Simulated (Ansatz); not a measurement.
# AlNH₄: ionisation energy by level of theory

The task here is to estimate one member of a computed series from the others.

The runs use Ansatz 0.2.0, Gaussian basis; unrestricted cation, the program's frozen cores in correlated methods.

Levels to be run: UKS PBE-D4/def2-TZVPP; UKS r2SCAN-D4/def2-TZVPP; UKS PBE0-D4/def2-TZVPP; UKS B3LYP-D4/def2-TZVPP; UKS wB97X-V/def2-TZVPP; UKS wB97M-V/def2-TZVPP; UKS B2PLYP/def2-TZVPP; UHF-CCSD(T)/def2-TZVPP; UHF-CCSD(T)/def2-QZVPP; extrapolation to the limit; then −ε(HOMO) from the neutral's earlier runs with LDA (SPW92), PBE-D4, revPBE-D4, BLYP-D4, r2SCAN-D4, B97M-V, PBE0-D4, B3LYP-D4, r2SCANh-D4, r2SCAN0-D4, HSE06-D4, BHLYP-D4, CAM-B3LYP-D4, LC-ωPBE, ωB97X-V, ωB97M-V.

**Structure used throughout**

The geometry comes from an earlier relaxation with PBE0-D4 in a triple-zeta def2 set; it is a stationary point.

SMILES `[NH2][AlH2]`, 6 atoms, charge 0, spin multiplicity 1.

Atoms are counted from 1 here; the program's logs count them from 0.

Bond lengths: N1–Al2 1.766 Å, N1–H3 1.007 Å, N1–H4 1.007 Å, Al2–H5 1.583 Å, Al2–H6 1.583 Å. Angles: Al2–N1–H3 124.9°, Al2–N1–H4 124.9°, H3–N1–H4 110.2°, N1–Al2–H5 117.9°, N1–Al2–H6 117.9°, H5–Al2–H6 124.3°.

The first run:

File in.yaml:

```yaml
crystal:
  periodic: [false, false, false]
  atoms:
    - {symbol: N, position_ang: [0.050204, -0.943619, 0.077987]}
    - {symbol: Al, position_ang: [-0.031150, 0.813368, -0.083396]}
    - {symbol: H, position_ang: [0.285838, -1.580129, -0.666210]}
    - {symbol: H, position_ang: [-0.132347, -1.453084, 0.927470]}
    - {symbol: H, position_ang: [0.288810, 1.442194, -1.500909]}
    - {symbol: H, position_ang: [-0.419256, 1.657369, 1.198858]}
basis:
  gaussian: {orbitals: def2-TZVPP}
total_charge: 1
magnetization: {spin_polarized: true, initial_magnetization: 1}
hamiltonian: {xc: pbe, dispersion: d4}
```

Started as:

```sh
$ ansatz run in.yaml --threads 2 --pin off --events-out ev --progress --plain --max-ram 32768MiB --backend cpu
```

Steps of the session up to this table: Cation, UKS PBE-D4/def2-TZVPP; Cation, UKS r2SCAN-D4/def2-TZVPP; Cation, UKS PBE0-D4/def2-TZVPP; Cation, UKS B3LYP-D4/def2-TZVPP; Cation, UKS wB97X-V/def2-TZVPP; Cation, UKS wB97M-V/def2-TZVPP; Cation, UKS B2PLYP (frozen core)/def2-TZVPP; Cation, UHF-CCSD(T)/def2-TZVPP; Cation, UHF-CCSD(T)/def2-QZVPP.

One of the session's tables, all rows but one given; the rest of the session is left out.

It belongs to the step «Ionisation energies side by side». For comparison, −ε(HOMO) of the neutral from earlier runs:

```
  functional  −ε(HOMO) (eV)
 LDA (SPW92)           6.42
      PBE-D4              ?
   revPBE-D4           6.17
     BLYP-D4           6.10
   r2SCAN-D4           6.50
      B97M-V           6.58
     PBE0-D4           7.58
    B3LYP-D4           7.33
  r2SCANh-D4           7.01
  r2SCAN0-D4           7.78
    HSE06-D4           7.17
    BHLYP-D4           8.84
CAM-B3LYP-D4           9.02
     LC-ωPBE          10.48
     ωB97X-V          10.07
     ωB97M-V           9.98
```

**Question.** Estimate the row for PBE-D4.

The run gave: −ε(HOMO) (eV): 6.24. In the column «−ε(HOMO) (eV)» it lies between revPBE-D4 (6.17) and LDA (SPW92) (6.42).
